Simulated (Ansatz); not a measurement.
A nudged elastic band was laid between two geometries of H$_{6}$OSi$_{2}$ (9 atoms, charge 0, multiplicity 1).

Method: RKS PBE0-D4/def2-SVP in Ansatz 0.2.0.

* movable images: 1
* climbing image: no
* spring: 5.0 eV/Å²
* optimiser: quadratic models (default)
* start path: IDPP
* force threshold: 0.05 eV/Å
* iteration limit: 60
* end points: relaxed

First end point:

```xyz
9
Properties=species:S:1:pos:R:3
Si -0.709 1.062 -0.933
O 0.451 0.100 -0.244
Si 0.798 -1.055 0.891
H -1.788 0.221 -1.536
H -0.069 1.886 -1.995
H -1.317 1.959 0.097
H 2.250 -1.375 0.811
H 0.000 -2.293 0.631
H 0.472 -0.552 2.260
```

Last end point:

```xyz
9
Properties=species:S:1:pos:R:3
Si -0.541 1.247 -0.815
O 0.139 -0.213 -0.434
Si 0.580 -1.290 0.744
H -1.951 1.306 -0.325
H -0.522 1.404 -2.296
H 0.234 2.360 -0.187
H 1.576 -0.668 1.670
H 1.188 -2.481 0.089
H -0.615 -1.712 1.536
```

Which bonds break or form, and what moves?

No bond is made or broken. The dihedral Si1–O2–Si3–H9 goes from -60 to 60°. The two ends are copies of one structure, up to a mirror image or an exchange of like atoms.

Give the energies along the band, and the barrier.

The run converged. The highest image is number 1 of 0 to 2, 0.013 eV above the ends, which have the same energy within 2 meV. No image climbed, so the highest image needn't sit at the top of the path. So few images can step over the top or miss a turn of the path.

```
image  path coordinate (Å)  energy (eV)  dihedral Si1–O2–Si3–H9 (°)
    0                 0.00        0.000                         -60
    1                 1.81        0.013                          -1
    2                 3.62        0.000                          60
```

What is the geometry of the highest image?


```xyz
9
Properties=species:S:1:pos:R:3:forces:R:3
Si -0.640 1.168 -0.867 0.02 -0.02 -0.01
O 0.325 -0.078 -0.358 -0.01 0.01 0.00
Si 0.709 -1.189 0.807 -0.01 0.00 0.02
H -2.067 0.730 -0.931 0.00 0.00 0.00
H -0.191 1.585 -2.224 0.00 0.00 0.00
H -0.532 2.328 0.069 0.00 0.00 0.01
H 2.116 -0.977 1.253 0.00 0.00 -0.01
H 0.570 -2.565 0.249 0.00 0.00 -0.01
H -0.202 -1.048 1.985 0.00 0.00 0.00
```

The band took 4 iterations and of the order of 16 core-seconds.

The run took 16 s on 1 thread of Arm Neoverse V1, on a shared host, peak memory 0.15 GiB.
